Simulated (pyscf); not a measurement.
Elementary routes open to H₃Si–CH₂–SnH₃ + H• in the gas phase (doublet surface):
A. SiH₃• + H₃C–SnH₃ (C–Si broken; C–H formed)
B. H₃C–SiH₃ + SnH₃• (C–Sn broken; C–H formed)

PySCF, gas phase, ωB97X-D3(BJ)/def2-SVP geometries.

Problem. Rank the routes by free-energy barrier at 900 K, lowest first, for ωB97M-D3(BJ)/def2-TZVP energies (ideal gas, 1 atm, RRHO with modes under 100 cm⁻¹ raised to 100, one conformer, R ln 2 for chiral ones without a mode under 150 cm⁻¹).

Solution. B (35.9 kcal/mol), A (48.5 kcal/mol)

Route B is the fastest of these, ahead of the next by 12.7 kcal/mol. The most stable products are those of B (ΔG = -40.8 kcal/mol), so kinetics and thermodynamics agree. At 298 K B is still the fastest. Abstraction by the radical was not located in this set and often lies lower. Only these routes are compared; each barrier is that of the saddle found, and lower ones may exist. Elements past Kr carry the def2 core potentials, without spin-orbit coupling.
